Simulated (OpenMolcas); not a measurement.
PH (SMILES [PH]): the vertical energy of the singlet above the triplet from total energies

PH has 2 atoms, charge 0, and is taken as a triplet. SMILES: `[PH]`. The coordinates come from a GFN2-xTB relaxation.

| atom | x (Å) | y (Å) | z (Å) |
| --- | --- | --- | --- |
| P | 0.0000 | 0.0000 | 0.0000 |
| H | 0.0000 | 0.0000 | 1.3991 |

Both states at this one shape; open shells run unrestricted unless said. 1 Eh = 27.2114 eV.

| level | program | triplet PH (Eh) | singlet PH (Eh) |
| --- | --- | --- | --- |
| USVWN5/3-21G | OpenMolcas | -338.848960 | -338.794028 |
| UB3LYP/3-21G | OpenMolcas | -340.152339 | -340.098782 |
| UPBE0/6-31G* (spherical functions) | OpenMolcas | -341.724248 | -341.664143 |
| ROCCSD(T)/3-21G, 5 core orbitals frozen | OpenMolcas | -339.594410 | -339.543344 |

Task: Work out the vertical gap, second state less first, at each level.

Result: 
1. USVWN5/3-21G: -338.794028 − (-338.848960) = 0.054932 Eh = 1.49 eV.
2. UB3LYP/3-21G: -340.098782 − (-340.152339) = 0.053557 Eh = 1.46 eV.
3. UPBE0/6-31G* (spherical functions): -341.664143 − (-341.724248) = 0.060105 Eh = 1.64 eV.
4. ROCCSD(T)/3-21G: -339.543344 − (-339.594410) = 0.051066 Eh = 1.39 eV.

No measured value is set beside it here; the levels span 1.39 to 1.64 eV.
